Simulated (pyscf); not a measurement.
**Substitution at C: H₃C–Br + Cl• → Cl–CH₂–Br + H•**

Gas phase, doublet surface, charge 0. Bonds broken: C1–H3. Bonds formed: C1–Cl6. Optimised with ωB97X-D3(BJ)/def2-SVP in PySCF. MP2 and CC: frozen core, UHF for open shells. ΔMP2 is the change of the MP2 total energy from the triple- to the quadruple-zeta basis.

Transition state (Å):

```xyz
6

C      0.2021     0.1804    -0.0557
Br     1.9854     0.8563     0.0514
H      0.1057     0.6841    -1.4777
H     -0.6033     0.9137     0.0501
H      0.0713    -0.7653    -0.5908
Cl    -0.1318    -0.6448     1.7535
```

One imaginary mode, 1490i cm⁻¹; descent along it reached the two sides named, in the forms told below.

```csv
bond,change,reactant side (Å),saddle,product side
C1–H3,breaks,1.096,1.512,3.7
C1–Cl6,forms,3.2,2.016,1.763
```

Electronic energies relative to the separated reactants (kcal/mol):

| level | barrier | reaction energy | reverse barrier |
|---|---|---|---|
| ωB97X-D3(BJ)/def2-TZVP | 50.0 | +23.9 | 26.0 |
| PBE/def2-TZVP | 37.0 | +20.1 | 16.9 |
| r²SCAN/def2-TZVP | 40.4 | +23.6 | 16.8 |
| B3LYP-D3(BJ)/def2-TZVP | 46.2 | +27.5 | 18.7 |
| PBE0-D3(BJ)/def2-TZVP | 43.4 | +22.3 | 21.1 |
| M06-2X/def2-TZVP | 48.5 | +24.3 | 24.2 |
| ωB97M-D3(BJ)/def2-TZVP | 50.2 | +25.4 | 24.8 |
| HF/def2-TZVP | 74.0 | +35.2 | 38.8 |
| MP2/def2-QZVPP | 49.6 | +19.6 | 30.0 |
| CCSD/def2-TZVPP | 56.9 | +30.4 | 26.5 |
| CCSD(T)/def2-TZVPP | 52.6 | +27.7 | 24.9 |
| CCSD(T)/def2-TZVPP + ΔMP2(QZVPP) | 50.7 | +26.3 | 24.4 |

With CCSD(T)/def2-TZVPP + ΔMP2(QZVPP) energies and thermal terms (ideal gas, 1 atm, RRHO with modes under 100 cm⁻¹ raised to 100, one conformer, R ln 2 for chiral ones without a mode under 150 cm⁻¹), in kcal/mol:

```csv
T (K),ΔH‡,ΔG‡,ΔH,ΔG
298,45.8,53.1,+21.5,+21.7
600,46.2,60.4,+22.3,+21.7
900,46.6,67.5,+23.0,+21.2
1200,46.8,74.4,+23.6,+20.5
```

On the reactant side the descent ends in what is likely a three-electron adduct, which functionals tend to overbind, 9.4 kcal/mol under the separated species and 59.4 kcal/mol under the saddle at ωB97X-D3(BJ)/def2-TZVP. The same reactants have a lower exit, to •H₂C–Br + HCl (barrier +4.5 kcal/mol at ωB97M-D3(BJ)/def2-TZVP, against +50.2 kcal/mol here). One saddle was located; it need not be the lowest between these sides. The angle at the attacked C is 166°. The CCSD(T) − MP2 part came from Ansatz, without density fitting, on the same reference. The frozen core leaves the outer d or s,p core shells of the metals and heavy elements correlated in the MP2 and CC values, and def2-TZVPP describes them poorly, which can shift differences by a few kcal/mol. Left out: orbital degeneracy and the spin-orbit lowering of Cl. Elements up to Kr have no core potential and no relativistic terms here.
